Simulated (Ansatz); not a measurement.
**AlH₃O₂ (SMILES [OH][AlH][OH]): one structure at several levels**

How do the functionals fare away from a minimum? The structure is a structure displaced at random from a GFN2-xTB minimum.

Method: single points in def2-TZVPP; program: Ansatz 0.2.0, Gaussian basis.

Cores are frozen in the correlated methods.

**1. Starting geometry**

SMILES `[OH][AlH][OH]`, 6 atoms, charge 0, spin multiplicity 1.

Atoms are counted from 1 here; the program's logs count them from 0.

Bond lengths: O1–Al2 1.822 Å, O1–H4 1.054 Å, Al2–O3 1.842 Å, Al2–H5 1.582 Å, O3–H6 0.862 Å. Angles: Al2–O1–H4 174.2°, O1–Al2–O3 123.0°, O1–Al2–H5 116.9°, O3–Al2–H5 119.7°, Al2–O3–H6 165.5°.

As a file:

```
O    -1.4489   -0.3719   -0.6658
Al    0.2156    0.2567   -0.2715
O     1.1359   -0.2237    1.2497
H    -2.3750   -0.7532   -0.9934
H     0.9312    1.1320   -1.3775
H     1.5338   -0.2393    2.0139
```

**2. CCSD(T)/def2-TZVPP**

Contents of run/in.yaml:

```yaml
crystal:
  periodic: [false, false, false]
  atoms:
    - {symbol: O, position_ang: [-1.448900, -0.371900, -0.665800]}
    - {symbol: Al, position_ang: [0.215600, 0.256700, -0.271500]}
    - {symbol: O, position_ang: [1.135900, -0.223700, 1.249700]}
    - {symbol: H, position_ang: [-2.375000, -0.753200, -0.993400]}
    - {symbol: H, position_ang: [0.931200, 1.132000, -1.377500]}
    - {symbol: H, position_ang: [1.533800, -0.239300, 2.013900]}
basis:
  gaussian: {orbitals: def2-TZVPP}
correlation: {method: ccsd_t}
output: {forces: true}
```

The command line of these runs was not kept.

**3. PBE0-D4/def2-TZVPP**

run/in.yaml: that of step 2 with these lines changed.

```diff
@@ -11,3 +11,3 @@
   gaussian: {orbitals: def2-TZVPP}
-correlation: {method: ccsd_t}
-output: {forces: true}
+hamiltonian: {xc: pbe0, dispersion: d4}
+output: {forces: true, orbitals: {seedname: orbitals}}
```

**4. wB97M-V/def2-TZVPP**

run/in.yaml: that of step 3 with these lines changed.

```diff
@@ -11,3 +11,3 @@
   gaussian: {orbitals: def2-TZVPP}
-hamiltonian: {xc: pbe0, dispersion: d4}
-output: {forces: true, orbitals: {seedname: orbitals}}
+hamiltonian: {xc: {name: wB97M-V}}
+output: {forces: true}
```

**5. r2SCAN-D4/def2-TZVPP**

run/in.yaml: that of step 4 with these lines changed.

```diff
@@ -11,3 +11,3 @@
   gaussian: {orbitals: def2-TZVPP}
-hamiltonian: {xc: {name: wB97M-V}}
+hamiltonian: {xc: r2scan, dispersion: d4}
 output: {forces: true}
```

**6. PBE-D4/def2-TZVPP**

run/in.yaml: that of step 5 with these lines changed.

```diff
@@ -11,3 +11,3 @@
   gaussian: {orbitals: def2-TZVPP}
-hamiltonian: {xc: r2scan, dispersion: d4}
+hamiltonian: {xc: pbe, dispersion: d4}
 output: {forces: true}
```

**7. BLYP-D4/def2-TZVPP**

run/in.yaml: that of step 6 with these lines changed.

```diff
@@ -11,3 +11,3 @@
   gaussian: {orbitals: def2-TZVPP}
-hamiltonian: {xc: pbe, dispersion: d4}
+hamiltonian: {xc: {name: BLYP}, dispersion: d4}
 output: {forces: true}
```

**8. HSE06-D4/def2-TZVPP**

run/in.yaml: that of step 7 with these lines changed.

```diff
@@ -11,3 +11,3 @@
   gaussian: {orbitals: def2-TZVPP}
-hamiltonian: {xc: {name: BLYP}, dispersion: d4}
+hamiltonian: {xc: hse06, dispersion: d4}
 output: {forces: true}
```

(Steps that only read results are left out.)

Before running it: what results should come out? Wanted: energy less free atoms, CCSD(T)/def2-TZVPP; RMS force component; RMS force error; HOMO and LUMO, PBE0-D4; T1 diagnostic.

**Answer**, as computed:

```
                                  quantity                                                                                            value
energy less free atoms, CCSD(T)/def2-TZVPP                                                                                  -467.0 kcal/mol
                       RMS force component                                                             3.178 to 3.226 eV/Å over the methods
                           RMS force error  PBE0-D4 0.026, wB97M-V 0.054, r2SCAN-D4 0.037, PBE-D4 0.188, BLYP-D4 0.213, HSE06-D4 0.026 eV/Å
                    HOMO and LUMO, PBE0-D4                                                                               -8.34 and -0.79 eV
                             T1 diagnostic                                                                                            0.014
```

In words: Against CCSD(T) the functionals' energies less atoms differ by -16.5 to 0.0 kcal/mol, PBE-D4 by -16.5 kcal/mol. CCSD(T) in triple zeta still lacks some correlation energy of the bonds, so part of these gaps is its own basis error and they don't rank the functionals. On forces the order runs from HSE06-D4 to BLYP-D4. Frozen-core CCSD(T) forces in triple zeta carry basis errors of their own, and this is one geometry, so small gaps rank nothing.
